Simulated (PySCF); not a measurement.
## A small calculation by hand: entropy of an ideal gas

CHO, SMILES O=[CH] (connectivity only; charge and spin as stated), charge +1, multiplicity 1.

Geometry: r2SCAN-D4/def2-TZVPD. The isomer is the one that the SMILES or the coordinates give; other isomers of the formula were not compared.

r2SCAN-D4/def2-TZVPD in PySCF gives the harmonic wavenumbers 863, 863, 2248, 3215 cm⁻¹ and the rotational temperature 2.1530 K. The molar mass is 29.02 g/mol, the symmetry number 1, the spin multiplicity 1.

Q: Work out the entropy at 298.15 K and 1 atm in the rigid-rotor, harmonic-oscillator model.

A: 
Translation (Sackur–Tetrode at 1 atm): S = R[1.5 ln M + 2.5 ln T − 1.16487] = 150.8 J/(mol K).
Rotation: q = T/(σ θ) = 138, S = R[ln q + 1] = 49.3 J/(mol K).
Vibration: with u = 1.4388 ν/T, each mode gives R[u/(e^u − 1) − ln(1 − e^−u)]:
| ν (cm⁻¹) | modes | u | S (J/(mol K)) |
|---|---|---|---|
| 863 | 2 | 4.16 | 1.35 |
The stiffer modes add less than 0.005 each. Sum 1.4 J/(mol K).
Spin: R ln 1 = 0.0 J/(mol K).
Total 201.4 J/(mol K); the program's own thermochemistry gives 201.4. Translation makes up 75 % and vibration 1 %. Anharmonicity, hindered rotation and orbital degeneracy are left out.
